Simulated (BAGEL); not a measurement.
**C3H4FS− (SMILES C=C(F)C[S-]) at B3LYP/6-31G(d) (density fitting with qzvpp-jkfit, spherical functions)**

Aim: the energy change on altering one bond length of C3H4FS− at B3LYP/6-31G* (density fitting with qzvpp-jkfit, spherical functions), from 2 runs. 

The calculation is run with BAGEL 1.2.2.

4 further runs of the same task are left out: 1 that didn't finish, 3 set aside as unsound or not needed.

**1. Starting point**

C3H4FS− has 9 atoms, charge -1, and is taken as a singlet. As SMILES, `C=C(F)C[S-]`. The coordinates come from a GFN2-xTB relaxation. This is one conformer, not always the lowest.

Bond lengths: C1–C2 1.329 Å, C2–F3 1.371 Å, C2–C4 1.475 Å, C4–S5 1.826 Å, C1–H6 1.076 Å, C1–H7 1.073 Å, C4–H8 1.096 Å, C4–H9 1.095 Å. Some angles: C1–C2–F3 117.3°, C1–C2–C4 128.2°, F3–C2–C4 114.5°, C2–C4–S5 107.2°, C2–C1–H6 121.6°, C2–C1–H7 120.1°, C2–C4–H8 110.8°, C2–C4–H9 110.9°, S5–C4–H8 108.9°, S5–C4–H9 109.3°.

**2. The energy at B3LYP/6-31G(d) (density fitting with qzvpp-jkfit, spherical functions)**

File calc.json:

```json
{ "bagel": [

{
  "title": "molecule",
  "basis": "6-31gs.json",
  "df_basis": "qzvpp-jkfit",
  "angstrom": true,
  "geometry": [
    { "atom": "C", "xyz": [   -0.453640,    0.876150,    1.016400 ] },
    { "atom": "C", "xyz": [    0.392500,    0.151550,    0.292280 ] },
    { "atom": "F", "xyz": [    1.731720,    0.370290,    0.485440 ] },
    { "atom": "C", "xyz": [    0.080600,   -0.860230,   -0.735060 ] },
    { "atom": "S", "xyz": [   -0.235990,    0.035190,   -2.294430 ] },
    { "atom": "H", "xyz": [   -0.109650,    1.652990,    1.677140 ] },
    { "atom": "H", "xyz": [   -1.512120,    0.747300,    0.896780 ] },
    { "atom": "H", "xyz": [   -0.816270,   -1.427690,   -0.462260 ] },
    { "atom": "H", "xyz": [    0.922860,   -1.545540,   -0.876290 ] }
  ]
},
{ "title": "ks", "xc_func": "b3lyp", "charge": -1 },
{ "title": "print", "file": "orbitals.molden", "orbitals": true }

]}
```

The basis set 6-31G* is read from a file made from the Basis Set Exchange's data (not shown).

Started as:

```sh
$ BAGEL_NUM_THREADS=1 BAGEL calc.json > calc.out
```

What it wrote:

```text
* using 1 threads per process

  ===============================================================
  ===============================================================

  *** Geometry ***

  { "atom" : "C", "xyz" : [     -0.857255,      1.655684,      1.920718 ] },
  { "atom" : "C", "xyz" : [      0.741718,      0.286388,      0.552329 ] },
  { "atom" : "F", "xyz" : [      3.272477,      0.699747,      0.917349 ] },
  { "atom" : "C", "xyz" : [      0.152312,     -1.625599,     -1.389062 ] },
  { "atom" : "S", "xyz" : [     -0.445956,      0.066499,     -4.335844 ] },
  { "atom" : "H", "xyz" : [     -0.207208,      3.123698,      3.169335 ] },
  { "atom" : "H", "xyz" : [     -2.857493,      1.412192,      1.694669 ] },
  { "atom" : "H", "xyz" : [     -1.542527,     -2.697943,     -0.873545 ] },
  { "atom" : "H", "xyz" : [      1.743953,     -2.920647,     -1.655948 ] },

  Number of auxiliary basis functions:      502

  Since a DF basis is specified, we compute 2- and 3-index integrals:
    o Being stored without compression. Storage requirement is 0.027 GB

  Number of basis functions:       82
  Number of electrons      :       47

    * METHOD: MOLECULE                             0.25

  *** Kohn-Sham DFT ***

    * Removing 17438 points whose weight is below 1.00e-10
    * Grid points: 116716

  === Nuclear Repulsion ===
   205.1192485710

       - DIIS with orbital gradients will be used.

  === KS iteration (b3lyp / 6-31gs.json) ===
      0       -579.04765874          0.14614213           0.38
      1       -533.42693186          0.16187660           0.37
      2       -576.11702928          0.17294706           0.36
      3       -602.26192280          0.09498849           0.37
      4       -613.04466817          0.05408173           0.37
      5       -613.83840473          0.03735653           0.36
      6       -614.31238879          0.02762001           0.37
      7       -614.63758434          0.01501880           0.36
      8       -614.72479356          0.00609854           0.36
      9       -614.73970052          0.00098591           0.36
     10       -614.74008597          0.00028691           0.36
     11       -614.74012591          0.00016387           0.37
     12       -614.74014462          0.00004687           0.37
     13       -614.74014585          0.00000994           0.36
     14       -614.74014589          0.00000610           0.37
     15       -614.74014590          0.00000230           0.36
     16       -614.74014591          0.00000114           0.36
     17       -614.74014591          0.00000027           0.36
     18       -614.74014591          0.00000012           0.36
     19       -614.74014591          0.00000003           0.36
     20       -614.74014591          0.00000003           0.37
     21       -614.74014591          0.00000000           0.36
    * SCF iteration converged.

    * Permanent dipole moment:
           (   -0.392112,     0.298134,    -2.227989) a.u.

    * METHOD: KS                                   8.59

    * METHOD: PRINT                                0.01

  ===============================================================
```

It took 9 s on 1 thread of Arm Neoverse V2, shared host; peak memory 0.47 GiB.

**3. The distorted shape at the same level**

File dft.json:

```json
{ "bagel" : [

{
  "title" : "molecule",
  "basis" : "6-31gs.json",
  "df_basis" : "qzvpp-jkfit",
  "angstrom" : true,
  "geometry" : [
    { "atom" : "C", "xyz" : [   -0.358658,    0.607511,    1.484233 ] },
    { "atom" : "C", "xyz" : [    0.487482,   -0.117089,    0.760113 ] },
    { "atom" : "F", "xyz" : [    1.826702,    0.101651,    0.953273 ] },
    { "atom" : "C", "xyz" : [    0.175582,   -1.128869,   -0.267227 ] },
    { "atom" : "S", "xyz" : [   -0.235990,    0.035190,   -2.294430 ] },
    { "atom" : "H", "xyz" : [   -0.014668,    1.384351,    2.144973 ] },
    { "atom" : "H", "xyz" : [   -1.417138,    0.478661,    1.364613 ] },
    { "atom" : "H", "xyz" : [   -0.721288,   -1.696329,    0.005573 ] },
    { "atom" : "H", "xyz" : [    1.017842,   -1.814179,   -0.408457 ] }
  ]
},
{
  "title" : "ks",
  "xc_func" : "b3lyp",
  "charge" : -1
},
{
  "title" : "print",
  "file" : "orbitals.molden",
  "orbitals" : true
}

]}
```

The basis set 6-31G* is read from a file made from the Basis Set Exchange's data (not shown).

Started as:

```sh
$ BAGEL_NUM_THREADS=1 BAGEL dft.json > dft.out
```

What it wrote:

```text
* using 1 threads per process

  ===============================================================
  ===============================================================

  *** Geometry ***

  { "atom" : "C", "xyz" : [     -0.677765,      1.148029,      2.804794 ] },
  { "atom" : "C", "xyz" : [      0.921207,     -0.221266,      1.436405 ] },
  { "atom" : "F", "xyz" : [      3.451966,      0.192093,      1.801425 ] },
  { "atom" : "C", "xyz" : [      0.331802,     -2.133253,     -0.504986 ] },
  { "atom" : "S", "xyz" : [     -0.445956,      0.066499,     -4.335844 ] },
  { "atom" : "H", "xyz" : [     -0.027719,      2.616044,      4.053412 ] },
  { "atom" : "H", "xyz" : [     -2.678003,      0.904538,      2.578745 ] },
  { "atom" : "H", "xyz" : [     -1.363037,     -3.205597,      0.010531 ] },
  { "atom" : "H", "xyz" : [      1.923443,     -3.428301,     -0.771872 ] },

  Number of auxiliary basis functions:      502

  Since a DF basis is specified, we compute 2- and 3-index integrals:
    o Being stored without compression. Storage requirement is 0.027 GB

  Number of basis functions:       82
  Number of electrons      :       47

    * METHOD: MOLECULE                             0.24

  *** Kohn-Sham DFT ***

    * Removing 16737 points whose weight is below 1.00e-10
    * Grid points: 117417

  === Nuclear Repulsion ===
   190.1928497637

       - DIIS with orbital gradients will be used.

  === KS iteration (b3lyp / 6-31gs.json) ===
      0       -582.09591734          0.14029132           0.37
      1       -542.63002200          0.15194808           0.35
      2       -569.11554246          0.18717401           0.35
      3       -600.03597912          0.11075856           0.35
      4       -608.42071547          0.09615955           0.35
      5       -612.24497249          0.06762961           0.35
      6       -613.05264531          0.05083418           0.35
      7       -602.95570782          0.09610334           0.35
      8       -614.34864489          0.01938323           0.35
      9       -614.50802867          0.01618790           0.35
     10       -614.68203371          0.00642186           0.35
     11       -614.70478174          0.00120398           0.35
     12       -614.70563017          0.00020719           0.35
     13       -614.70565349          0.00007556           0.35
     14       -614.70565661          0.00003735           0.36
     15       -614.70565740          0.00001480           0.36
     16       -614.70565752          0.00000438           0.36
     17       -614.70565752          0.00000465           0.37
     18       -614.70565754          0.00000084           0.36
     19       -614.70565754          0.00000063           0.36
     20       -614.70565754          0.00000024           0.36
     21       -614.70565754          0.00000012           0.36
     22       -614.70565754          0.00000006           0.36
     23       -614.70565754          0.00000003           0.36
     24       -614.70565754          0.00000002           0.35
     25       -614.70565754          0.00000001           0.36
    * SCF iteration converged.

    * Permanent dipole moment:
           (   -0.419899,     0.382632,    -2.530028) a.u.

    * METHOD: KS                                   9.75

    * METHOD: PRINT                                0.01

  ===============================================================
```

Wall time 10 s (1 thread of Arm Neoverse V2, shared host); peak memory 0.47 GiB.

**4. Results**

At B3LYP/6-31G* (density fitting with qzvpp-jkfit, spherical functions):

```
                                                              quantity          value
                                             first shape: total energy  -614.74015 Eh
                                              first shape: HOMO energy        0.86 eV
                                              first shape: LUMO energy        5.23 eV
    first shape: HOMO–LUMO gap (to an unbound level, set by the basis)        4.37 eV
                                         distorted shape: total energy  -614.70566 Eh
                                          distorted shape: HOMO energy        0.50 eV
                                          distorted shape: LUMO energy        3.62 eV
distorted shape: HOMO–LUMO gap (to an unbound level, set by the basis)        3.12 eV
     energy change with the C4–S5 bond stretched from 1.826 to 2.374 Å       0.938 eV
```

With the C4–S5 bond stretched from 1.826 to 2.374 Å the energy rises by 0.94 eV (21.6 kcal/mol). The first shape isn't relaxed at this level, so the change isn't measured from a minimum. The HOMO (first shape) lies at positive energy, 0.86 eV; only total energies tell whether the electron is bound. The HOMO (distorted shape) lies at positive energy, 0.50 eV; only total energies tell whether the electron is bound.
